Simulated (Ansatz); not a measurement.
# Al₂H₃Cl (SMILES [AlH2][AlH][Cl]): one structure at several levels

The atoms stand at a structure displaced at random from a GFN2-xTB minimum. How far do the functionals agree with CCSD(T) there?

Method: single points in def2-TZVPP; program: Ansatz 0.2.0, Gaussian basis.

Correlated methods freeze the cores.

## (1) Starting geometry

SMILES `[AlH2][AlH][Cl]`, 6 atoms, charge 0, spin multiplicity 1.

Atoms are counted from 1 here; the program's logs count them from 0.

Bond lengths: Al1–Al2 2.511 Å, Al1–H4 1.580 Å, Al1–H5 1.559 Å, Al2–Cl3 2.021 Å, Al2–H6 1.587 Å. Angles: Al2–Al1–H4 93.8°, Al2–Al1–H5 144.0°, H4–Al1–H5 122.2°, Al1–Al2–Cl3 156.9°, Al1–Al2–H6 84.0°, Cl3–Al2–H6 119.1°.

As a file:

```
Al   -0.91730    0.41120   -0.86450
Al    0.74960    0.03890    0.97680
Cl    1.83900    0.49120    2.61830
H    -0.67790   -1.01040   -1.51200
H    -1.93670    1.43190   -1.45440
H     0.93990   -1.37880    0.29040
```

## (2) CCSD(T)/def2-TZVPP

Contents of run/in.yaml:

```yaml
crystal:
  periodic: [false, false, false]
  atoms:
    - {symbol: Al, position_ang: [-0.917300, 0.411200, -0.864500]}
    - {symbol: Al, position_ang: [0.749600, 0.038900, 0.976800]}
    - {symbol: Cl, position_ang: [1.839000, 0.491200, 2.618300]}
    - {symbol: H, position_ang: [-0.677900, -1.010400, -1.512000]}
    - {symbol: H, position_ang: [-1.936700, 1.431900, -1.454400]}
    - {symbol: H, position_ang: [0.939900, -1.378800, 0.290400]}
basis:
  gaussian: {orbitals: def2-TZVPP}
correlation: {method: ccsd_t}
output: {forces: true}
```

The command line of these runs was not kept.

## (3) PBE0-D4/def2-TZVPP

Edit run/in.yaml of step 2 so:

```diff
@@ -11,3 +11,3 @@
   gaussian: {orbitals: def2-TZVPP}
-correlation: {method: ccsd_t}
-output: {forces: true}
+hamiltonian: {xc: pbe0, dispersion: d4}
+output: {forces: true, orbitals: {seedname: orbitals}}
```

## (4) wB97M-V/def2-TZVPP

Edit run/in.yaml of step 3 so:

```diff
@@ -11,3 +11,3 @@
   gaussian: {orbitals: def2-TZVPP}
-hamiltonian: {xc: pbe0, dispersion: d4}
-output: {forces: true, orbitals: {seedname: orbitals}}
+hamiltonian: {xc: {name: wB97M-V}}
+output: {forces: true}
```

## (5) r2SCAN-D4/def2-TZVPP

Edit run/in.yaml of step 4 so:

```diff
@@ -11,3 +11,3 @@
   gaussian: {orbitals: def2-TZVPP}
-hamiltonian: {xc: {name: wB97M-V}}
+hamiltonian: {xc: r2scan, dispersion: d4}
 output: {forces: true}
```

## (6) PBE-D4/def2-TZVPP

Edit run/in.yaml of step 5 so:

```diff
@@ -11,3 +11,3 @@
   gaussian: {orbitals: def2-TZVPP}
-hamiltonian: {xc: r2scan, dispersion: d4}
+hamiltonian: {xc: pbe, dispersion: d4}
 output: {forces: true}
```

## (7) r2SCAN0-D4/def2-TZVPP

Edit run/in.yaml of step 6 so:

```diff
@@ -11,3 +11,3 @@
   gaussian: {orbitals: def2-TZVPP}
-hamiltonian: {xc: pbe, dispersion: d4}
+hamiltonian: {xc: {name: r2SCAN0}, dispersion: d4}
 output: {forces: true}
```

## (8) r2SCANh-D4/def2-TZVPP

Edit run/in.yaml of step 7 so:

```diff
@@ -11,3 +11,3 @@
   gaussian: {orbitals: def2-TZVPP}
-hamiltonian: {xc: {name: r2SCAN0}, dispersion: d4}
+hamiltonian: {xc: {name: r2SCANh}, dispersion: d4}
 output: {forces: true}
```

(Steps that only read results are left out.)

Before running it: what results should come out? Wanted: energy less free atoms, CCSD(T)/def2-TZVPP; RMS force component; RMS force error; HOMO and LUMO, PBE0-D4; T1 diagnostic.

**Answer**, as computed:

```
                                  quantity                                                                                                 value
energy less free atoms, CCSD(T)/def2-TZVPP                                                                                        -1354.3 kJ/mol
                       RMS force component                                                                  0.524 to 0.601 eV/Å over the methods
                           RMS force error  PBE0-D4 0.067, wB97M-V 0.054, r2SCAN-D4 0.051, PBE-D4 0.107, r2SCAN0-D4 0.072, r2SCANh-D4 0.056 eV/Å
                    HOMO and LUMO, PBE0-D4                                                                                    -6.68 and -2.95 eV
                             T1 diagnostic                                                                                                 0.010
```

Against CCSD(T) the functionals' energies less atoms differ by -41.7 to -5.9 kJ/mol, PBE-D4 by -5.9 kJ/mol. A larger basis would deepen the CCSD(T) value, while the functionals are nearly converged already, so the order here is not reliable. For forces r2SCAN-D4 does best and PBE-D4 worst. Frozen-core CCSD(T) forces in triple zeta carry basis errors of their own, and this is one geometry, so small gaps rank nothing.
